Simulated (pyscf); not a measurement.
O=Ta(F)(F)–F + HF → HO–Ta(F)(F)(F)–F, an addition across a multiple bond or ene-type step (singlet surface; F–H broken, H–O, F–Ta formed). PySCF, gas phase, ωB97X-D3(BJ)/def2-SVP geometries. Energies in kcal/mol from the separated reactants.

Small-basis levels: PySCF, no dispersion term, spherical d functions. Cost: rough CPU time at the saddle relative to B3LYP/6-31G*+LANL2DZ, from one job on a shared machine.

```
level                    barrier  reaction energy  cost
-----------------------  -------  ---------------  ----
HF/6-31G*+LANL2DZ           -0.6            -42.5   0.2
MP2/6-31G*+LANL2DZ          -4.7            -31.9   0.2
BP86/6-31G*+LANL2DZ        -14.4            -38.8     2
B3LYP/LANL2DZ               -0.9            -43.1   0.8
B3LYP/6-31G*+LANL2DZ       -12.0            -40.6     1
M06-2X/6-31G*+LANL2DZ      -12.7            -40.4     3
B3LYP/6-311+G**+LANL2DZ      3.2            -29.4     2
ωB97M-D3(BJ)/def2-TZVP      -4.1            -35.1     –
```

Against the last row the barrier runs from -10.3 (BP86/6-31G*+LANL2DZ) to +7.3 kcal/mol (B3LYP/6-311+G**+LANL2DZ). ωB97M-D3(BJ)/def2-TZVP has limits of its own. On the reactant side the descent ends in an adduct with a F–Ta contact, 10.9 kcal/mol under the separated species and 5.5 kcal/mol under the saddle at ωB97X-D3(BJ)/def2-TZVP. At ωB97M-D3(BJ) the saddle lies under the separated reactants, which points to a path from their complex (located at ωB97X-D3(BJ) alone). What is counted as formed (F–Ta) is already present as a longer contact in the reactant adduct; forming that adduct is a step of its own. At the saddle there is also a short H–Ta contact that neither side keeps. One saddle was located; it need not be the lowest between these sides. Elements past Kr carry the def2 core potentials, without spin-orbit coupling.
